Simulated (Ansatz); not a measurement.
Take a crystal in which Na has been replaced by Rb on all its sites, with the cell rescaled by a rough guess (in some cases also distorted within its space group) and nothing relaxed:

```xyz
8
Lattice="5.9219 0.0000 0.0000 0.0000 5.9219 0.0000 0.0000 0.0000 8.3051" Properties=species:S:1:pos:R:3 pbc="T T T"
Rb    2.9609    0.0000    2.1334
Rb    0.0000    2.9609    6.1717
Rb    2.9609    2.9609    0.0000
Rb    0.0000    0.0000    4.1525
Sr    0.0000    0.0000    0.0000
Ca    2.9609    2.9609    4.1525
Si    2.9609    0.0000    6.1650
Si    0.0000    2.9609    2.1401
```

Computed with DFT PBE, scalar-relativistic, plane waves, PAW (Ansatz).

Cutoff 420 eV; k points 6×6×4 on the computed 8-atom cell (Γ-centred); Gaussian smearing, width 0.01 eV; no spin polarisation.

Question: What pressure does the cell carry?

Answer: The pressure is 0.1 GPa (positive in compression), so the cell would hardly change its volume.

Question: Is it a metal on this mesh?

Answer: No: the gap is 0.12 eV, the least direct gap 0.22 eV.

Question: What is its energy against the elements in their standard states?

Answer: +0.225 eV/atom at this unrelaxed geometry, with the elements in the same functional.